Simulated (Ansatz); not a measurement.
CsCl-type TlCl, treated with PBEsol (Ansatz, a program for electronic structure, PAW).

Numerical settings: plane-wave cutoff 500 eV, 10×10×10 k mesh, Fermi–Dirac smearing 0.05 eV, scalar-relativistic PAW data made under PBE.

Cell (relaxed at this level):

```cif
data_ClTl
_chemical_formula_sum 'Tl1 Cl1'
_space_group_name_H-M_alt 'P 1'
_space_group_IT_number 1
_cell_length_a 3.76919
_cell_length_b 3.76919
_cell_length_c 3.76919
_cell_angle_alpha 90.000
_cell_angle_beta 90.000
_cell_angle_gamma 90.000
loop_
_space_group_symop_operation_xyz
  'x, y, z'
loop_
_atom_site_label
_atom_site_type_symbol
_atom_site_fract_x
_atom_site_fract_y
_atom_site_fract_z
_atom_site_occupancy
Tl1 Tl 0.00000 0.00000 0.00000 1
Cl1 Cl 0.50000 0.50000 0.50000 1
```

Task: Predict the band gap.

Result: 
- band gap = 1.79 eV (on the SCF k mesh)

Spin–orbit coupling is not included; with these elements it can move the gap by several tenths of an eV or more.

Computed values are for the static lattice.

It cost very roughly 15 core-seconds of CPU time.
